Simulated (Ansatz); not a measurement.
Results of HSE06 (plane waves, PAW; Ansatz, a first-principles code) for fcc Al.

Excerpt of the program's output:

```
WARN output.stress: scf.exx.energy_threshold = 1e-6 eV is looser than the 1e-8 eV advised for a stress under a hybrid functional (1e-8 eV for each atom of the …
Crystal: 1 atoms, lattice volume = 16.602 Å³
Basis set: ecut = 460 eV, 339 PW (Γ), exchange–correlation on 48×48×48 points (8 copies of the dense FFT grid, shifted against one another)
Bands: 6, of which v1, the nominal top of the filled ones, is band 2 counted from 1 (1 counted from 0)
Symmetry: 48 space group operations
Space group: Fm-3m (ITA 225), of the structure as read, at distance tolerance 2.6e-5 Å
k-points: 104 of 2744
SCF iter   1: F=—  HF=-537.494585 eV  |F-HF|=—  |Δ(HF+E_count)|=         —  Δρ=6.52e-4  dr2=5.04e-5
SCF iter   2: F=—  HF=-537.494611 eV  |F-HF|=—  |Δ(HF+E_count)|=   2.60e-5  Δρ=3.14e-4  dr2=1.09e-5
  ...
SCF 1 converged in 5 iterations: F = -537.494619 eV  dr2 = 1.80e-12
Crystal: 1 atoms, lattice volume = 16.602 Å³
Initial density: handed on by an earlier stage of this run
Crystal: 1 atoms, lattice volume = 16.602 Å³
SCF iter   3: F=—  HF=-537.842142 eV  |F-HF|=—  |Δ(HF+E_count)|=   2.62e-9  Δρ=8.24e-7  dr2=1.26e-10
SCF iter   4: F=-537.842142 eV  HF=-537.842142 eV  |F-HF|=3.41e-13  |Δ(HF+E_count)|=  3.31e-11  Δρ=1.07e-7  dr2=1.68e-11
SCF 3 converged in 4 iterations: F = -537.842142 eV  dr2 = 1.68e-11
Free energy (F): -537.842142 eV
Internal energy: -537.838582 eV  (E = F + TS)
E sigma→0 (E₀):  -537.840362 eV
Fermi energy:    7.865440 eV
--- Stress (GPa, compression-positive) ---
       -1.805474       0.000000      -0.000000
       -0.000000      -1.805474      -0.000000
       -0.000000      -0.000000      -1.805474
  P = ⅓ Tr σ = -1.8055 GPa (-18.055 kbar)
```

### Question
Write an input file that produces this run.

### Answer
This is not unique; one that fits is 
Ansatz 0.2 input:
```yaml
crystal:
  lattice:
    - [-2.02479, -2.02479, 0.0]
    - [-2.02479, 0.0, -2.02479]
    - [0.0, -2.02479, -2.02479]
  atoms:
    - { symbol: Al, position: [0.0, 0.0, 0.0] }
basis:
  ecutwfc: 460
  ecutrho_ratio: 4
  xc_grid: 2
kpoints:
  mp_grid: { grid: [14, 14, 14] }
hamiltonian:
  xc: hse06
  dispersion: none
  pseudopotentials: { kind: paw }
scf:
  occupations: { method: fermi_dirac, width: 0.05 }
  convergence: { dr2_threshold: 0.0000000001 }
output:
  forces: false
  stress: true
  eigenvalues: true
```

The PAW data were made under PBE.

Note: cell and atoms aren't relaxed at this level (pressure -1.8 GPa).
